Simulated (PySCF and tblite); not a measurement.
Results of a calculation; reference values are marked as such.
C4H6O2, numbered as in [CH2:1]=[CH:2][C:3](=[O:4])[O:5][CH3:6]. The ensemble was built from 90 distance-geometry starts (ETKDG and KDG, MMFF94s, GFN2-xTB) and rests on PBE0-D3(BJ)/def2-SVP geometries. Weights use PBE0-D3(BJ)/def2-TZVP (IEF-PCM, chloroform) energies plus GFN2-xTB zero-point and thermal terms (modes under about 100 cm⁻¹ blended into free rotors). Symmetry numbers and mirror images are counted. Conformers within 3 kcal/mol (GFN2-xTB free energy) were kept, 8 at most. GIAO shieldings: WP04/pcSseg-1 (IEF-PCM, chloroform). Shifts are against TMS (¹H), TMS (¹³C) at the same level; of two unlike H on one atom, a is the less shielded. Run with PySCF (density fitting) and tblite.

Torsions listed: C1–C2–C3–O5, O4–C3–O5–C6.

```tsv
conformer	shape	point group	mirror pair	ΔE(DFT)	Δ(G−E) at 323.15 K	δ H1a (ppm)
1	-179°, 0°	Cs	no	0.00	0.00	6.71
2	0°, 0°	Cs	no	0.51	-0.02	6.53
```

Energies in kcal/mol; the thermal term leaves out symmetry numbers and mirror images.

Question: Work out the weights at 323.15 K and the ¹H shift of H1a under fast exchange.

Answer: RT = 0.642 kcal/mol. Each conformer gets RT ln(σ/g), with σ the rotational symmetry number and g = 2 for a mirror pair: 1: σ = 1, g = 1, G = 0.00 + 0.00 + 0.00 = 0.00, 0.00 above the lowest, exp(−ΔG/RT) = 1.000; 2: σ = 1, g = 1, G = 0.51 − 0.02 + 0.00 = 0.49, 0.49 above the lowest, exp(−ΔG/RT) = 0.470. The sum is 1.470, so the weights are 68.0, 32.0 %. The averaged shift is 6.65 ppm. At 298.15 K it is 6.66 ppm. At 298.15 K the leading conformer alone gives 6.71 ppm and bare DFT energies give 6.66 ppm.
